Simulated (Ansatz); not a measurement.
`CBN` + H₂O → `NBO` + CH₄ at 700 K and 1 bar (formal hydrolysis of a B–C bond).

Calculated with Ansatz (gas phase, PBE0-D4/def2-TZVP geometries, no zero-point term in ΔE). CCSD(T)/CBS adds triple-zeta CCSD(T) − MP2 to the extrapolated MP2 energy (def2 sets, frozen cores). This one scheme is used for every species. Each species was taken in one conformer, which may not be the lowest.

```tsv
species	CCSD(T)/CBS energy (Eh)	H − E (kJ/mol)	S (J/(mol·K))
`CBN`	-121.21267	256.5	356.6
H₂O	-76.37941	80.5	218.4
`NBO`	-157.17416	191.2	331.6
CH₄	-40.46206	145.9	224.0
```

H − E and S are ideal-gas, rigid-rotor, harmonic terms from PBE0-D4/def2-TZVP, for one conformer and one mirror image of each species. 1 Eh = 2625.50 kJ/mol, R = 8.31446 J/(mol·K).

Q: By hand: ΔE, ΔH, ΔS and ΔG.

A: ΔE = (-157.17416) + (-40.46206) − (-121.21267) − (-76.37941) = -0.04414 Eh = -115.9 kJ/mol. Δ(H − E) = 191.2 + 145.9 − 256.5 − 80.5 = 0.1, so ΔH = -115.8 kJ/mol. ΔS = 331.6 + 224.0 − 356.6 − 218.4 = -19.4 J/(mol·K). ΔG = -115.8 − 700 × (-19.4)/1000 = -102.2 kJ/mol.

Q: By hand: the equilibrium constant, and the temperature at which ΔG would vanish if ΔH and ΔS stayed fixed.

A: log₁₀ K = −ΔG/(RT ln 10) = 7.6. ΔG = 0 at ΔH/ΔS = 5969 K, far beyond where these terms or the molecules hold.

ΔH outweighs TΔS. A doubt of 5 kJ/mol in ΔE shifts log₁₀ K by 0.4 here. Other conformers and mirror images would add mixing entropy, several J/(mol·K) or more a flexible species. These are equilibria of isolated gas molecules and say nothing of rates. Largest T1 diagnostic: 0.012 (customary marks: 0.02 for closed shells, 0.045 for open ones).
